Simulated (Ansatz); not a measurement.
Geometry optimisation, RKS B3LYP/cc-pVDZ (Ansatz).

Input file:

```yaml
crystal:
  periodic: [false, false, false]
  atoms:
    - { symbol: B, position_ang: [0.0, 0.0, 0.0] }
    - { symbol: O, position_ang: [0.0, 0.0, 1.41] }
    - { symbol: H, position_ang: [-0.9095, -0.2814, 1.7471] }
    - { symbol: "N", position_ang: [1.3423, 0.0, -0.775] }
    - { symbol: H, position_ang: [1.8089, -0.9179, -1.0268] }
    - { symbol: H, position_ang: [1.7937, 0.9179, -1.0532] }
    - { symbol: H, position_ang: [-1.0305, 0.0, -0.595] }
basis:
  gaussian: { orbitals: cc-pVDZ }
hamiltonian:
  xc: b3lyp
relax:
  f_tol: 0.02
  max_steps: 40
```

Run as:

```bash
$ ansatz run input.yaml --threads 1 --pin off --max-ram 2048MiB --backend cpu --events-out ev --progress --plain --runs-dir out
```

Task: Where does it end, and by what steps?

Result: It converged. After 9 steps the energy has fallen by 1.410 eV; H6 moved furthest, 0.87 Å.

| step | energy less start (eV) | largest force component (eV/Å) | accepted |
| --- | --- | --- | --- |
| 0 | 0.0000 | 2.658 | yes |
| 1 | -0.2708 | 2.854 | yes |
| 2 | -0.4309 | 2.421 | yes |
| 3 | -0.6684 | 1.457 | yes |
| 4 | -0.9448 | 1.698 | yes |
| 5 | -1.2215 | 1.076 | yes |
| 6 | -1.3948 | 0.252 | yes |
| 7 | -1.3902 | 0.356 | no |
| 8 | -1.4094 | 0.034 | yes |
| 9 | -1.4096 | 0.013 | yes |

```xyz
7
Properties=species:S:1:pos:R:3
B 0.055 0.067 0.002
O -0.004 -0.525 1.244
H -0.872 -0.424 1.650
N 1.259 0.004 -0.715
H 2.086 -0.458 -0.356
H 1.376 0.417 -1.629
H -0.894 0.637 -0.489
```

Run time: 15 s on 1 thread of Arm Neoverse V2, with other jobs on the host, peak memory 0.13 GiB.
